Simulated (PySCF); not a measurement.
Protonation sites of 1-hexene

System: 1-hexene, `C=CCCCC` (C6H12). Atom numbers as in the mapped SMILES `[CH2:1]=[CH:2][CH2:3][CH2:4][CH2:5][CH3:6]`.

These are calculated values, ωB97X-D3(BJ)/def2-TZVP in PySCF (grid level 2) at geometries from PBE0-D3(BJ)/def2-SVP. Zero-point and thermal terms (298.15 K, 1 bar) come from unscaled PBE0-D3(BJ)/def2-SVP harmonic frequencies, with soft modes damped to free rotors in the entropy.

```
              site     product  PA / eV  GB / eV
C1 (alkene carbon)  C[CH+]CCCC     8.28     7.98
```

PA is −ΔH and GB is −ΔG of B + H⁺ → BH⁺ in the gas phase. Sites whose products fell apart, merged with another or lost in a GFN2-xTB screen aren't listed.

In diethyl ether the product from C1 is solvated 1.91 eV more strongly than the parent (electrostatics only).

Measured values (NIST Chemistry WebBook, evaluated or the median of agreeing entries): proton affinity (−ΔH) 805 kJ/mol (computed 799, difference -6); gas-phase basicity (−ΔG) 776 kJ/mol (computed 770, difference -6).

Note: protonation at a multiple bond is drawn as the open cation; a hydrogen-bridged form may lie lower, and the ion may have rearranged by a hydride shift.

Structures, frequencies and single points took 22 min of wall time on 1 thread of Arm Neoverse V1 (shared host), launched as `OMP_NUM_THREADS=1 python redox_run.py task.json out`.
